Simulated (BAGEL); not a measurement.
# PBE0/aug-cc-pVTZ (density fitting with qzvpp-jkfit) run of H3O+ (oxonium)

What is the energy change on altering one bond length of H3O+ (oxonium) at PBE0/aug-cc-pVTZ (density fitting with qzvpp-jkfit)? 

The calculation is run with BAGEL 1.2.2.

### Step 1. The system as given

The species is H3O+ (4 atoms), meant as a singlet with charge +1. SMILES: `[OH3+]`. Geometry: relaxed at GFN2-xTB.

Bond lengths: O1–H2 0.983 Å, O1–H3 0.983 Å, O1–H4 0.984 Å. Angles: H2–O1–H3 112.0°, H2–O1–H4 112.0°, H3–O1–H4 112.0°.

### Step 2. The energy at PBE0/aug-cc-pVTZ (density fitting with qzvpp-jkfit)

Contents of input.json:

```json
{ "bagel" : [

{
  "title" : "molecule",
  "basis" : "aug-cc-pvtz.json",
  "df_basis" : "qzvpp-jkfit",
  "angstrom" : true,
  "geometry" : [
    { "atom" : "O", "xyz" : [       0.196050,      -0.061020,      -0.056900 ] },
    { "atom" : "H", "xyz" : [       0.214230,       0.919440,       0.016470 ] },
    { "atom" : "H", "xyz" : [      -0.413410,      -0.366620,      -0.765680 ] },
    { "atom" : "H", "xyz" : [       0.003130,      -0.491800,       0.806120 ] }
  ]
},

{ "title" : "ks", "xc_func" : "pbe0", "charge" : 1 },

{ "title" : "print", "file" : "orbitals.molden", "orbitals" : true }

]}
```

The basis set aug-cc-pVTZ is read from a file made from the Basis Set Exchange's data (not shown).

On the command line:

```console
$ BAGEL_NUM_THREADS=1 BAGEL input.json > input.out
```

What it wrote:

```text
* using 1 threads per process

  ===============================================================
  ===============================================================

  *** Geometry ***

  { "atom" : "O", "xyz" : [      0.370481,     -0.115311,     -0.107525 ] },
  { "atom" : "H", "xyz" : [      0.404836,      1.737490,      0.031124 ] },
  { "atom" : "H", "xyz" : [     -0.781232,     -0.692811,     -1.446925 ] },
  { "atom" : "H", "xyz" : [      0.005915,     -0.929367,      1.523346 ] },

  Number of auxiliary basis functions:      131

  Since a DF basis is specified, we compute 2- and 3-index integrals:
    o Being stored without compression. Storage requirement is 0.014 GB

  Number of basis functions:      115
  Number of electrons      :       11

    * METHOD: MOLECULE                             0.03

  *** Kohn-Sham DFT ***

    * Removing 4965 points whose weight is below 1.00e-10
    * Grid points: 54659

  === Nuclear Repulsion ===
    13.8867713276

       - DIIS with orbital gradients will be used.

  === KS iteration (pbe0 / aug-cc-pvtz.json) ===
      0        -61.89786884          0.12269954           0.14
      1        -66.33789729          0.19329730           0.14
      2        -70.71524342          0.10992569           0.14
      3        -76.26648129          0.04224201           0.14
      4        -76.58519252          0.01958739           0.13
      5        -76.65189894          0.00432094           0.14
      6        -76.65526856          0.00045391           0.13
      7        -76.65530699          0.00007375           0.13
      8        -76.65530800          0.00000425           0.13
      9        -76.65530800          0.00000066           0.13
     10        -76.65530800          0.00000002           0.13
     11        -76.65530800          0.00000000           0.13
    * SCF iteration converged.

    * Permanent dipole moment:
           (    0.531599,    -0.165438,    -0.154312) a.u.

    * METHOD: KS                                   1.86

    * METHOD: PRINT                                0.01

  ===============================================================
```

Run time: 2.2 s. Hardware: 1 thread of Intel Xeon 6975P-C (Granite Rapids), shared host; peak memory 0.29 GiB.

### Step 3. The distorted shape at the same level

Contents of calc.json:

```json
{ "bagel" : [

{
  "title" : "molecule",
  "basis" : "aug-cc-pvtz.json",
  "df_basis" : "qzvpp-jkfit",
  "angstrom" : "true",
  "geometry" : [
    { "atom" : "O", "xyz" : [       0.287479,      -0.015175,       0.049429 ] },
    { "atom" : "H", "xyz" : [       0.305659,       0.965285,       0.122799 ] },
    { "atom" : "H", "xyz" : [      -0.413410,      -0.366620,      -0.765680 ] },
    { "atom" : "H", "xyz" : [       0.094559,      -0.445955,       0.912449 ] }
  ]
},

{ "title" : "ks", "xc_func" : "pbe0", "charge" : 1 },

{ "title" : "print", "file" : "orbitals.molden", "orbitals" : "true" }

]}
```

The basis set aug-cc-pVTZ is read from a file made from the Basis Set Exchange's data (not shown).

On the command line:

```console
$ BAGEL_NUM_THREADS=1 BAGEL calc.json > calc.out
```

What it wrote:

```text
* using 1 threads per process

  ===============================================================
  ===============================================================

  *** Geometry ***

  { "atom" : "O", "xyz" : [      0.543257,     -0.028677,      0.093407 ] },
  { "atom" : "H", "xyz" : [      0.577612,      1.824124,      0.232056 ] },
  { "atom" : "H", "xyz" : [     -0.781232,     -0.692811,     -1.446925 ] },
  { "atom" : "H", "xyz" : [      0.178691,     -0.842733,      1.724279 ] },

  Number of auxiliary basis functions:      131

  Since a DF basis is specified, we compute 2- and 3-index integrals:
    o Being stored without compression. Storage requirement is 0.014 GB

  Number of basis functions:      115
  Number of electrons      :       11

    * METHOD: MOLECULE                             0.03

  *** Kohn-Sham DFT ***

    * Removing 4730 points whose weight is below 1.00e-10
    * Grid points: 54894

  === Nuclear Repulsion ===
    13.2793016152

       - DIIS with orbital gradients will be used.

  === KS iteration (pbe0 / aug-cc-pvtz.json) ===
      0        -61.80837998          0.11886165           0.13
      1        -66.17991464          0.18476580           0.13
      2        -70.46697702          0.10679547           0.13
      3        -76.18828971          0.04497885           0.13
      4        -76.52921516          0.02436537           0.13
      5        -76.62441962          0.00924191           0.13
      6        -76.64068081          0.00075496           0.13
      7        -76.64074738          0.00029047           0.13
      8        -76.64076365          0.00001618           0.13
      9        -76.64076370          0.00000144           0.13
     10        -76.64076370          0.00000032           0.13
     11        -76.64076370          0.00000004           0.13
     12        -76.64076370          0.00000001           0.13
    * SCF iteration converged.

    * Permanent dipole moment:
           (    0.612082,    -0.114724,    -0.042200) a.u.

    * METHOD: KS                                   1.98

    * METHOD: PRINT                                0.01

  ===============================================================
```

Wall time 2.3 s (1 thread of Intel Xeon 6975P-C (Granite Rapids), shared host); peak memory 0.29 GiB.

### Step 4. Summary of results

Level: PBE0/aug-cc-pVTZ (density fitting with qzvpp-jkfit).

| quantity | value |
| --- | --- |
| first shape: total energy | -76.65531 Eh |
| first shape: HOMO energy | -20.72 eV |
| first shape: LUMO energy | -7.24 eV |
| first shape: HOMO–LUMO gap | 13.48 eV |
| distorted shape: total energy | -76.64076 Eh |
| distorted shape: HOMO energy | -20.30 eV |
| distorted shape: LUMO energy | -7.87 eV |
| distorted shape: HOMO–LUMO gap | 12.44 eV |
| energy change with the O1–H3 bond stretched from 0.983 to 1.131 Å | 0.396 eV |

What this shows: With the O1–H3 bond stretched from 0.983 to 1.131 Å the energy rises by 0.40 eV (9.1 kcal/mol). The first shape isn't relaxed at this level, so the change isn't measured from a minimum.
